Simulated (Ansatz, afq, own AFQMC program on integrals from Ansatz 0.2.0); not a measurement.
# AlSiH, triplet in 6-31G, levels against full CI

```yaml
atoms:
  - { symbol: Si, position_ang: [0.0000, 0.0000, -1.8150] }
  - { symbol: Al, position_ang: [0.0000, 0.0000, 0.2128] }
  - { symbol: H, position_ang: [0.0000, 0.0000, 1.6022] }
```

Connectivity, by distances: Si–AlH.

Basis 6-31G. Only valence electrons are correlated. Integrals, coupled cluster, full CI and functionals: Ansatz 0.2.0; the random walks run on the same integrals in our own AFQMC program. ph-AFQMC/CISD is guided by a CISD state made of CCSD amplitudes; releasing the constraint for a short imaginary time cuts its bias at the price of noise, slowly where states lie close. ± is one standard error of the sampling.

Determinant: UHF, the one that the program's search chose, which needn't be the lowest solution. The geometry is a point of a scan.

Full CI on the same integrals is exact in this basis and with this determinant's frozen core.

Cautions: lower spins were not checked; the released energies have errors that jump between times, so the bars are unsure, so no released level is given (meV from the phaseless value at times in 1/Eh: 10 ± 11 at 0.24, -0.4 ± 1.3 at 0.51, -2.3 ± 1.0 at 0.99, -4.8 ± 2.2 at 1.62, -5.0 ± 1.1 at 2.40), though the last usable value meets full CI within the noise.

The T1 diagnostic is 0.0196. The weight of the determinant in the CISD state is 0.920, the ⟨S²⟩ of the determinant is 2.011 and the size of the correlated space is 8 electrons in 18 orbitals.

Reference: full CI, correlation energy -2.144 eV.

| level | E − E(reference) (kJ/mol) | share of correlation (%) |
| --- | --- | --- |
| HF | 206.9 | 0.00 |
| MP2 | 59.2 | 71.36 |
| CCSD | 7.8 | 96.24 |
| CCSD(T) | 2.5 | 98.80 |
| CCSDT | 0.4 | 99.81 |
| CCSDT(Q) | 0.1 | 99.97 |
| CCSDTQ | 0.0 | 99.99 |
| ph-AFQMC/CISD | 0.6 ± 0.4 | 99.73 |

CCSDT and higher add their correlation energy to the determinant of the CCSD(T) run, since their own runs factorise the integrals more tightly (a shift of under 2 meV). A walk keeps the symmetry of its determinant, which the program's search chose and which needn't be the lowest solution, so a lower state of the same spin and another symmetry isn't excluded.
